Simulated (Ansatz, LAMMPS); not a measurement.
# How well does each level of theory give the bulk modulus B0 of fcc Au?

Reference value: 182 GPa (measured, 0 K value with the zero-point phonon effect removed, our sources range from 175 to 182; as tabulated in Mejia-Rodriguez and Trickey (2018), arXiv:1807.09216).

| level (code) | value (GPa) | cell (Å³/atom) |
|---|---|---|
| Lennard-Jones uff-vdw (LAMMPS) | 0.80 | 23.18 |
| PBE (Ansatz) | 139 | 17.97 |
| PBEsol-D3(BJ) (Ansatz) | 199 | 16.45 |
| B3LYP (VWN-RPA form) (Ansatz) | … | 18.90 |
| Hartree–Fock (Ansatz) | 73.2 | 20.33 |

Some entries are withheld; supply them.


- B3LYP (VWN-RPA form) (Ansatz, a first-principles code), value (GPa): 111

Errors against the reference: Lennard-Jones uff-vdw -100 %, PBE -24 %, PBEsol-D3(BJ) +9.3 %, B3LYP (VWN-RPA form) -39 %, Hartree–Fock -60 %.

Leaving aside Lennard-Jones uff-vdw (doubt noted below): Closest of the ranked levels: PBEsol-D3(BJ) (+9.3 %). Farthest off among them: Hartree–Fock (-60 %). Of the ranked levels only PBEsol-D3(BJ) lands within 15 %.

Density-functional levels without +SOC have no spin–orbit coupling. Lennard-Jones uff-vdw: this is a force field's van der Waals term alone, without bonds or charges. B3LYP (VWN-RPA form), Hartree–Fock: the cell is over a tenth larger than the published one: the level's own overestimate first of all, though another phase or state, or a fault of the published cell, is possible. Each level is taken at its own relaxed cell. Cutoffs and k meshes differ between the levels. Ansatz's density-functional and Hartree–Fock values are scalar-relativistic unless marked +SOC, with PAW data made under PBE.

Differences are worked out from the printed values.
